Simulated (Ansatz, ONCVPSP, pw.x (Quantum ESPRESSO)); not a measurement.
**What a changed setting does to a pw.x run (fcc Tc)**

Potential: optimised norm-conserving Vanderbilt (ONCV), ONCVPSP 4.0.1.1 (patched build), PBEsol; core [Kr], reference 4d5 5s1.5; waves: 5s: rc 2.90 bohr, ncon 4, nbas 7, qcut 1.9 1/bohr, 2 projectors, debl 0.8 Ha; p scattering state at 0.19 Ha: rc 2.65 bohr, ncon 4, nbas 9, qcut 3.1 1/bohr, 2 projectors, debl 2.1 Ha; 4d: rc 2.40 bohr, ncon 3, nbas 8, qcut 7.7 1/bohr, 2 projectors, debl 3.5 Ha; local part: polynomial inside 1.70 bohr (lpopt 4, dvloc0 4 Ha); core correction: Teter function, fcfact 5.25, rcfact 1.1. In the p channel the program set the typed energies aside and used 0.050, 2.150 Ha.

The reference run (k-mesh 15³, cutoffs 50/200 Ry, Fermi–Dirac 0.01 Ry, mixing_beta 0.4, conv_thr 1e-9, no spin) gives -2.73 GPa at 14.097 Å³/atom, where all-electron LAPW gives -0.35 GPa. This run, with its own iteration cap, changes smearing to mv.

```
&control
  calculation='scf', prefix='x', pseudo_dir='./', outdir='./tmp', tstress=.true., disk_io='none'
/
&system
  ibrav=0, nat=1, ntyp=1, ecutwfc=50, ecutrho=200, nbnd=11,
  occupations='smearing', smearing='mv', degauss=0.01
/
&electrons
  conv_thr=1e-09, mixing_beta=0.4, electron_maxstep=50
/
ATOMIC_SPECIES
Tc 1.0 Tc.UPF
CELL_PARAMETERS angstrom
  0.00000000 1.91733898 1.91733898
  1.91733898 0.00000000 1.91733898
  1.91733898 1.91733898 0.00000000
ATOMIC_POSITIONS crystal
Tc 0.0000 0.0000 0.0000
K_POINTS automatic
15 15 15 0 0 0
```

```bash
pw.x < Tc.scf.in > Tc.scf.out
```

Task: How does the run end?

Result: It converges in 8 iterations; the free energy moves by +28.5 meV/atom and the pressure by -0.59 GPa. This scheme is built to cancel the term in the square of the width that Fermi–Dirac smearing leaves in the F of a metal.

```
Message from routine setup:
     using ibrav=0 with symmetry is DISCOURAGED, use correct ibrav instead
     lattice parameter (alat)  =       5.1240  a.u.
     unit-cell volume          =      95.1313 (a.u.)^3
     number of electrons       =         7.00
     number of Kohn-Sham states=           11
     kinetic-energy cutoff     =      50.0000  Ry
     charge density cutoff     =     200.0000  Ry
     scf convergence threshold =      1.0E-09
     Exchange-correlation= PBESOL
     number of k points=   120  Marzari-Vanderbilt smearing, width (Ry)=  0.0100
     iteration #  1     ecut=    50.00 Ry     beta= 0.40
     total energy              =     -26.21447250 Ry
     estimated scf accuracy    <       0.16802898 Ry
     iteration #  2     ecut=    50.00 Ry     beta= 0.40
     total energy              =     -26.22295288 Ry
     estimated scf accuracy    <       0.01286033 Ry
     iteration #  3     ecut=    50.00 Ry     beta= 0.40
     total energy              =     -26.22567504 Ry
     estimated scf accuracy    <       0.00016764 Ry
     iteration #  4     ecut=    50.00 Ry     beta= 0.40
     c_bands:  1 eigenvalues not converged
     total energy              =     -26.22569942 Ry
     estimated scf accuracy    <       0.00004020 Ry
     iteration #  5     ecut=    50.00 Ry     beta= 0.40
     total energy              =     -26.22570661 Ry
     estimated scf accuracy    <       0.00000018 Ry
     iteration #  6     ecut=    50.00 Ry     beta= 0.40
     total energy              =     -26.22570669 Ry
     estimated scf accuracy    <          3.6E-09 Ry
     iteration #  7     ecut=    50.00 Ry     beta= 0.40
     total energy              =     -26.22570669 Ry
     estimated scf accuracy    <          1.6E-09 Ry
     iteration #  8     ecut=    50.00 Ry     beta= 0.40
     the Fermi energy is    15.8345 ev
!    total energy              =     -26.22570669 Ry
     estimated scf accuracy    <          9.4E-11 Ry
     smearing contrib. (-TS)   =       0.00006728 Ry
     The total energy is F=E-TS. E is the sum of the following terms:
     one-electron contribution =      12.65494505 Ry
     hartree contribution      =       0.83692669 Ry
     xc contribution           =      -8.71529738 Ry
     ewald contribution        =     -31.00234834 Ry
     convergence has been achieved in   8 iterations
          total   stress  (Ry/bohr**3)                   (kbar)     P=      -33.14
     Message from routine punch:
     Nothing written, as per user request (disk_io='none')
```

The run took about 5.4 s on one core of a shared host (Intel(R) Xeon(R) 6975P-C, 192 threads, 756 GiB, load 79).
